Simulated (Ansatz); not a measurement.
A calculation on HgS (P3₂21, No. 154) returned lattice constant a 5.658 Å, lattice parameter c 10.082 Å, equilibrium volume per atom 46.58 Å³/atom, bulk modulus 0.83 GPa.

For reference: equilibrium volume per atom 23.55 Å³/atom (measured, temperature not stated, no zero-point or thermal correction, from a published cell, pressure not stated; as tabulated in P. Auvray and F. Genet, Bulletin de la Societe Francaise de Mineralogie et de Cristallographie 96, 218 (1973)).

Question: Which level of theory produced these numbers?
(A) rVV10 (Ansatz, an electronic-structure program)
(B) RPBE (Ansatz)
(C) PBEsol (Ansatz)
(D) PBE+SOC (Ansatz)

Answer: B, RPBE (Ansatz)

The others give: rVV10 4.236 Å, 9.676 Å, 25.06 Å³/atom, 24.5 GPa; PBEsol 4.139 Å, 9.408 Å, 23.26 Å³/atom, 21.2 GPa; PBE+SOC 4.487 Å, 9.741 Å, 28.31 Å³/atom, 6.60 GPa.

Unless a cell is named, each level is at its own relaxed cell (PBE+SOC 28.28, PBEsol 23.26, RPBE 46.27, rVV10 25.03 Å³/atom).

Caveats: the cell is over a tenth larger than the published one: the level's own overestimate first of all, though another phase or state, or a fault of the published cell, is possible (PBE+SOC, RPBE). Ansatz's density-functional and Hartree–Fock values are scalar-relativistic unless marked +SOC, with PAW data made under PBE.
